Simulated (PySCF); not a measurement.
Input of a run (PBE0-D3(BJ)/def2-SVP geometry optimisation, gas phase (PySCF 2.14.0)), started from GFN2-xTB:
```
{"job": {"xc": "PBE0", "basis": "def2-SVP", "d3": "d3bj", "grid": 1, "maxiter": 30, "shake": 0.01, "kind": "geom"}, "charge": 0, "multiplicity": 1}
N      0.025980    -0.022860     0.273520
H      0.918820    -0.200590    -0.108960
H     -0.650550    -0.702860    -0.095120
H     -0.256250     0.900940    -0.102450
```

Output (energies in Eh, forces in Eh/bohr):
```
step   0  E = -56.43980887  max force = 0.036037
step   1  E = -56.42692814  max force = 0.098287
step   2  E = -56.43960991  max force = 0.022457
step   3  E = -56.44130332  max force = 0.005143
step   4  E = -56.44134688  max force = 0.000617
step   5  E = -56.44134781  max force = 0.000060
optimisation converged
```

Q: Summarise the run.

A: The energy falls by 0.042 eV over 6 energy and gradient evaluations, the largest force component goes from 0.0360 to 6.0e-05 Eh/bohr, and the atoms move by 0.023 Å rms after alignment. The bond that changes most is N1–H2 (ammonia nitrogen to N–H hydrogen), which lengthens by 0.032 Å. Bonds longer at the end by more than 0.005 Å: 1 of 3; shorter: 2. Among the angles that change most is H2–N1–H3, from 109.7° to 105.3°. The energy rose by more than 1e-6 Eh at step 1.

Q: What are the final bond lengths?

A: N1–H2 1.020 Å, N1–H3 1.020 Å, N1–H4 1.020 Å. Numbering counts from 1 in the input's order; the species is `N` (NH3).

The run used 29 basis functions and 36 SCF cycles in all. On one thread of an Intel Xeon 6975P-C, shared host with 192 logical CPUs at a one-minute load of 46, this took 0.93 s wall and 0.25 GiB of memory at its peak.

No frequency check.
